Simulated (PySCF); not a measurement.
**C2H3Cl, a complex of two parts: interaction energy**

The task here is to estimate one member of a computed series from the others.

Programs: PySCF 2.14.0. All values are calculated, for the isolated system unless a continuum is named. Atoms count from 0, parts from 1.

## The system as given

6 atoms, charge 0, multiplicity 1; geometry: GFN2-xTB. Parts: 1 = atoms 0–1, `Cl`, charge 0; 2 = atoms 2–5, `C#C`, charge 0.

The first run:

What the job is given:

```
{"job": {"xc": "PBE0", "basis": "def2-TZVPD", "d3": "d3bj", "grid": 3, "kind": "geom", "shake": 0.01}, "charge": 0, "multiplicity": 1, "parts": [{"atoms": "0-1", "charge": 0, "multiplicity": 1}, {"atoms": "2-5", "charge": 0, "multiplicity": 1}]}
Cl     0.282186     0.138198    -0.320897
H     -0.918878    -0.385090    -0.287405
C     -2.693715    -1.295753     0.202019
C     -3.095747    -1.233016    -0.897783
H     -2.355950    -1.393566     1.197026
H     -3.499353    -1.160649    -1.878430
```

Launch:

```console
> OMP_NUM_THREADS=1 python cluster_run.py task.json out
```

One launch serves the whole session: the jobs run in the order shown.

Among the steps run: Optimising the geometry at PBE0-D3(BJ)/def2-TZVPD; Coupled-cluster interaction energy: CCSD(T) and MP2, 2.36 Å; Coupled-cluster interaction energy: CCSD(T) and MP2, 2.48 Å; Coupled-cluster interaction energy: CCSD(T) and MP2, 2.59 Å; Coupled-cluster interaction energy: CCSD(T) and MP2, 2.24 Å; Coupled-cluster interaction energy: CCSD(T) and MP2, 2.95 Å; Coupled-cluster interaction energy: CCSD(T) and MP2, 2.12 Å; Coupled-cluster interaction energy: CCSD(T) and MP2, 3.54 Å; Coupled-cluster interaction energy: CCSD(T) and MP2, 4.72 Å.

One of the session's tables, all rows but one given; the rest of the session is left out.

It belongs to the step «Coupled-cluster interaction energy: CCSD(T) and MP2, 4.72 Å». 

| method | interaction energy (kcal/mol) |
| --- | --- |
| HF/aug-cc-pVDZ | -0.36 |
| MP2/aug-cc-pVDZ | -0.39 |
| CCSD/aug-cc-pVDZ | -0.36 |
| CCSD(T)/aug-cc-pVDZ | -0.37 |
| HF/aug-cc-pVQZ | ? |
| MP2/aug-cc-pVQZ | -0.40 |
| SCS-MP2/aug-cc-pVQZ | -0.37 |
| MP2, extrapolated | -0.40 |
| CCSD(T), limit estimate | -0.38 |

**Question.** Estimate the row for HF/aug-cc-pVQZ.

As computed: interaction energy (kcal/mol): -0.34. In the column «interaction energy (kcal/mol)» it is the highest.
